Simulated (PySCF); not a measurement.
# 2-Chloroacrylonitrile: geometry, spin-spin couplings

Aim: predict the spin-spin couplings of 2-Chloroacrylonitrile (`C=C(Cl)C#N`).

Programs: PySCF 2.14.0, with density-fitted response routines of our own. Each step states its level of theory. These are calculated values for one molecule in the gas phase, unless marked as measured. Atoms count from 0, in the outputs and in this text.

## 1. Starting geometry

7 atoms, charge 0, multiplicity 1; geometry from: MMFF94s.

Bonds of the start (Å): C0–C1 1.34, C1–Cl2 1.73, C1–C3 1.42, C3–N4 1.16, C0–H5 1.09, C0–H6 1.09.

## 2. Optimising the geometry at PBE0-D3(BJ)/def2-SVP

Job settings and geometry (Å):

```
{"job": {"xc": "PBE0", "basis": "def2-SVP", "d3": "d3bj", "grid": 1, "kind": "geom"}, "charge": 0, "multiplicity": 1}
C     -0.884010    -0.448852     0.393254
C      0.076466     0.402631     0.012501
Cl    -0.096118     2.094561     0.316806
C      1.261809    -0.029663    -0.647028
N      2.222092    -0.400501    -1.183973
H     -1.781623    -0.101631     0.895221
H     -0.798618    -1.516545     0.213219
```

Started as:

```
$ OMP_NUM_THREADS=1 python probes_run.py task.json out
```

One launch serves the whole session: the jobs run in the order shown.

**Question.** This job is followed by: B3LYP/cc-pVTZ indirect spin-spin coupling, non-relativistic, gas phase; B3LYP/6-31G* indirect spin-spin coupling, non-relativistic, gas phase. Predict these results of the whole session: point group; rotational constants (main isotopes); largest coupling of the table (B3LYP/cc-pVTZ); range of J(C0,H6), mean over like pairs.

The runs gave:

| quantity | value |
| --- | --- |
| point group | Cs |
| rotational constants (main isotopes) | 6.93, 3.16, 2.17 GHz |
| largest coupling of the table (B3LYP/cc-pVTZ) | ¹J(C,H) C0–H6, 161.7 Hz |
| range of J(C0,H6), mean over like pairs | 161.7 to 179.1 Hz |

What this shows: The optimisation took 4 steps and gained 0.018 eV; among the close pairs (by a distance rule), C1–C3 changed most, from 1.424 to 1.432 Å. In the run at B3LYP/cc-pVTZ, the largest coupling of the table is C0–H6, 161.7 Hz, of which the Fermi-contact term gives 160.4 Hz. The coupling C0–H6, as a mean over pairs of its kind, runs from 161.7 Hz (B3LYP/cc-pVTZ) to 179.1 Hz (B3LYP/6-31G*). Couplings from bases without tight functions are rough.
